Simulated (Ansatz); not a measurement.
Relaxation of BClH4O (7 atoms, charge 0, multiplicity 1), to a largest force component of 0.03 eV/Å in at most 50 steps.

Level of theory: RKS B3LYP/def2-SVPD in Ansatz.

```xyz
7
Properties=species:S:1:pos:R:3
B -0.016 -0.301 -0.086
H -0.035 -0.526 1.087
Cl 1.497 -0.599 -0.940
H -0.983 0.001 -0.719
O 0.308 1.982 1.126
H 1.249 2.199 1.103
H 0.239 1.207 1.728
```

Task: Where does it end, and by what steps?

Result: The run converged. The force dipped under the threshold on the way, but the program's further checks kept it going. After 22 steps the energy has fallen by 0.451 eV; H6 moved furthest, 0.90 Å. Joined: B1–O5 (2.61 → 1.67 Å).

```csv
step,energy less start (eV),largest force component (eV/Å),accepted
0,0.0000,0.848,yes
1,-0.0306,1.427,yes
2,0.0455,3.235,no
3,-0.0625,1.797,yes
4,-0.1112,1.340,yes
5,-0.1743,1.201,yes
6,-0.2249,0.650,yes
7,-0.3179,0.985,yes
8,-0.3429,0.979,yes
9,-0.3084,0.736,no
10,-0.4045,0.254,yes
11,-0.4131,0.098,yes
12,-0.4188,0.117,yes
13,-0.3622,1.670,no
14,-0.4271,0.046,yes
15,-0.4306,0.403,yes
16,-0.4434,0.126,yes
17,-0.4501,0.034,yes
18,-0.4500,0.076,no
19,-0.4503,0.016,yes
20,-0.4465,0.381,no
21,-0.4510,0.075,yes
22,-0.4514,0.017,yes
```

```xyz
7
Properties=species:S:1:pos:R:3
B 0.001 0.011 0.168
H -0.376 -0.777 0.995
Cl 1.717 -0.368 -0.465
H -0.750 0.356 -0.707
O 0.214 1.408 1.052
H 0.606 2.092 0.484
H 0.846 1.243 1.770
```

Whether the end is a true minimum wasn't checked by a vibrational analysis.

Time of the run: 35 s on 2 threads of Arm Neoverse V2, with other jobs on the host, peak memory 0.17 GiB.
